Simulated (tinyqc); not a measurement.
Worked calculation: RKS/exchange-only LDA in the sto-3g basis, for H2O, spin multiplicity 1. One step of it, computed by the program tinyqc.

Task: Iteration 2: building the Kohn-Sham matrix. J_ij = sum D_kl (ij|kl); F = H + J + V_xc; E = tr D H + tr D J / 2 + E_xc + E_nn.

D after iteration 1, lower triangle:
```
            1O 1s      1O 2s    1O 2px     1O 2py    1O 2pz      2H 1s     3H 1s
1O 1s    2.103906
1O 2s   -0.441649   2.038130
1O 2px   0.000000   0.000000  2.000000
1O 2py   0.000000   0.000000  0.000000   0.500556
1O 2pz   0.134028  -0.753988  0.000000   0.000000  1.064802
2H 1s   -0.025143  -0.140471  0.000000   0.515542  0.545571   0.851379
3H 1s   -0.025143  -0.140471  0.000000  -0.515542  0.545571  -0.210574  0.851379
```

core Hamiltonian H = T + V (hartree), lower triangle:
```
             1O 1s      1O 2s     1O 2px     1O 2py     1O 2pz      2H 1s      3H 1s
1O 1s   -32.769503
1O 2s    -7.624305  -9.378402
1O 2px    0.000000   0.000000  -7.493169
1O 2py    0.000000   0.000000   0.000000  -7.683786
1O 2pz   -0.018708  -0.216455   0.000000   0.000000  -7.577113
2H 1s    -1.926814  -3.999754   0.000000  -2.242055  -1.557008  -5.232056
3H 1s    -1.926814  -3.999754   0.000000   2.242055  -1.557008  -1.638472  -5.232056
```

Two-electron integrals (ij|kl) in chemists' order, unique and non-zero (hartree):
```
(11|11) 4.785065    (21|11) 0.741380    (21|21) 0.136873    (22|11) 1.118947
(22|21) 0.256633    (22|22) 0.817206    (31|31) 0.024477    (32|31) 0.037809
(32|32) 0.180518    (33|11) 1.115814    (33|21) 0.256684    (33|22) 0.817023
(33|33) 0.880159    (41|41) 0.024477    (42|41) 0.037809    (42|42) 0.180518
(43|43) 0.047444    (44|11) 1.115814    (44|21) 0.256684    (44|22) 0.817023
(44|33) 0.785270    (44|44) 0.880159    (51|51) 0.024477    (52|51) 0.037809
(52|52) 0.180518    (53|53) 0.047444    (54|54) 0.047444    (55|11) 1.115814
(55|21) 0.256684    (55|22) 0.817023    (55|33) 0.785270    (55|44) 0.785270
(55|55) 0.880159    (61|11) 0.189203    (61|21) 0.034606    (61|22) 0.064370
(61|33) 0.064250    (61|41) 0.001317    (61|42) 0.002454    (61|44) 0.064505
(61|51) 0.000874    (61|52) 0.001629    (61|54) 0.000169    (61|55) 0.064362
(61|61) 0.008862    (62|11) 0.432390    (62|21) 0.100289    (62|22) 0.350336
(62|33) 0.344633    (62|41) 0.006218    (62|42) 0.046274    (62|44) 0.356288
(62|51) 0.004126    (62|52) 0.030708    (62|54) 0.007734    (62|55) 0.349765
(62|61) 0.025790    (62|62) 0.181547    (63|31) 0.010827    (63|32) 0.061799
(63|43) 0.009764    (63|53) 0.006479    (63|63) 0.026771    (64|11) 0.249291
(64|21) 0.058606    (64|22) 0.218715    (64|33) 0.208656    (64|41) 0.014038
(64|42) 0.089423    (64|44) 0.235413    (64|51) 0.002131    (64|52) 0.018332
(64|54) 0.011277    (64|55) 0.211839    (64|61) 0.015779    (64|62) 0.137681
(64|64) 0.130077    (65|11) 0.165433    (65|21) 0.038892    (65|22) 0.145142
(65|33) 0.138467    (65|41) 0.002131    (65|42) 0.018332    (65|44) 0.143264
(65|51) 0.012241    (65|52) 0.073964    (65|54) 0.012947    (65|55) 0.153538
(65|61) 0.010471    (65|62) 0.091367    (65|64) 0.068555    (65|65) 0.072265
(66|11) 0.551636    (66|21) 0.130021    (66|22) 0.517970    (66|33) 0.496849
(66|41) 0.011030    (66|42) 0.110687    (66|44) 0.540413    (66|51) 0.007319
(66|52) 0.073453    (66|54) 0.028909    (66|55) 0.516034    (66|61) 0.033785
(66|62) 0.328588    (66|64) 0.284890    (66|65) 0.189057    (66|66) 0.774606
(71|11) 0.189203    (71|21) 0.034606    (71|22) 0.064370    (71|33) 0.064250
(71|41) -0.001317   (71|42) -0.002454   (71|44) 0.064505    (71|51) 0.000874
(71|52) 0.001629    (71|54) -0.000169   (71|55) 0.064362    (71|61) 0.008712
(71|62) 0.024912    (71|64) 0.013860    (71|65) 0.010119    (71|66) 0.032167
(71|71) 0.008862    (72|11) 0.432390    (72|21) 0.100289    (72|22) 0.350336
(72|33) 0.344633    (72|41) -0.006218   (72|42) -0.046274   (72|44) 0.356288
(72|51) 0.004126    (72|52) 0.030708    (72|54) -0.007734   (72|55) 0.349765
(72|61) 0.024912    (72|62) 0.147277    (72|64) 0.076729    (72|65) 0.071987
(72|66) 0.219737    (72|71) 0.025790    (72|72) 0.181547    (73|31) 0.010827
(73|32) 0.061799    (73|43) -0.009764   (73|53) 0.006479    (73|63) 0.020992
(73|73) 0.026771    (74|11) -0.249291   (74|21) -0.058606   (74|22) -0.218715
(74|33) -0.208656   (74|41) 0.014038    (74|42) 0.089423    (74|44) -0.235413
(74|51) -0.002131   (74|52) -0.018332   (74|54) 0.011277    (74|55) -0.211839
(74|61) -0.013860   (74|62) -0.076729   (74|64) -0.019414   (74|65) -0.036611
(74|66) -0.100249   (74|71) -0.015779   (74|72) -0.137681   (74|74) 0.130077
(75|11) 0.165433    (75|21) 0.038892    (75|22) 0.145142    (75|33) 0.138467
(75|41) -0.002131   (75|42) -0.018332   (75|44) 0.143264    (75|51) 0.012241
(75|52) 0.073964    (75|54) -0.012947   (75|55) 0.153538    (75|61) 0.010119
(75|62) 0.071987    (75|64) 0.036611    (75|65) 0.055636    (75|66) 0.117869
(75|71) 0.010471    (75|72) 0.091367    (75|74) -0.068555   (75|75) 0.072265
(76|11) 0.165254    (76|21) 0.038613    (76|22) 0.144437    (76|33) 0.141471
(76|44) 0.144633    (76|51) 0.002591    (76|52) 0.022185    (76|55) 0.147058
(76|61) 0.009806    (76|62) 0.072396    (76|64) 0.047289    (76|65) 0.040962
(76|66) 0.131206    (76|71) 0.009806    (76|72) 0.072396    (76|74) -0.047289
(76|75) 0.040962    (76|76) 0.034320    (77|11) 0.551636    (77|21) 0.130021
(77|22) 0.517970    (77|33) 0.496849    (77|41) -0.011030   (77|42) -0.110687
(77|44) 0.540413    (77|51) 0.007319    (77|52) 0.073453    (77|54) -0.028909
(77|55) 0.516034    (77|61) 0.032167    (77|62) 0.219737    (77|64) 0.100249
(77|65) 0.117869    (77|66) 0.340084    (77|71) 0.033785    (77|72) 0.328588
(77|74) -0.284890   (77|75) 0.189057    (77|76) 0.131206    (77|77) 0.774606
```

nuclear repulsion = 9.58030100 hartree

V_xc (hartree), lower triangle:
```
            1O 1s      1O 2s     1O 2px     1O 2py     1O 2pz      2H 1s      3H 1s
1O 1s   -2.818911
1O 2s   -0.391767  -0.719091
1O 2px   0.000000   0.000000  -0.728684
1O 2py   0.000000   0.000000   0.000000  -0.704309
1O 2pz   0.004256   0.008845   0.000000   0.000000  -0.709406
2H 1s   -0.100429  -0.299010   0.000000  -0.187223  -0.124548  -0.453106
3H 1s   -0.100429  -0.299010   0.000000   0.187223  -0.124548  -0.116373  -0.453106
```

E_xc = sum of w rho eps_xc = -8.12254681 hartree

Give: Coulomb J; Kohn-Sham matrix F; total energy of this density.

Result:

Coulomb J (hartree), lower triangle:
```
          1O 1s   1O 2s  1O 2px   1O 2py  1O 2pz   2H 1s   3H 1s
1O 1s   17.1541
1O 2s    3.2281  8.0916
1O 2px   0.0000  0.0000  8.0944
1O 2py   0.0000  0.0000  0.0000   8.0840
1O 2pz  -0.0104  0.0354  0.0000   0.0000  8.0725
2H 1s    0.8157  3.4707  0.0000   2.1673  1.4585  5.2747
3H 1s    0.8157  3.4707  0.0000  -2.1673  1.4585  1.4413  5.2747
```

Kohn-Sham matrix F (hartree), lower triangle:
```
           1O 1s    1O 2s   1O 2px   1O 2py   1O 2pz    2H 1s    3H 1s
1O 1s   -18.4343
1O 2s    -4.7879  -2.0059
1O 2px    0.0000   0.0000  -0.1275
1O 2py    0.0000   0.0000   0.0000  -0.3041
1O 2pz   -0.0248  -0.1722   0.0000   0.0000  -0.2140
2H 1s    -1.2115  -0.8280   0.0000  -0.2620  -0.2230  -0.4104
3H 1s    -1.2115  -0.8280   0.0000   0.2620  -0.2230  -0.3135  -0.4104
```

total energy of this density = -73.994219 hartree
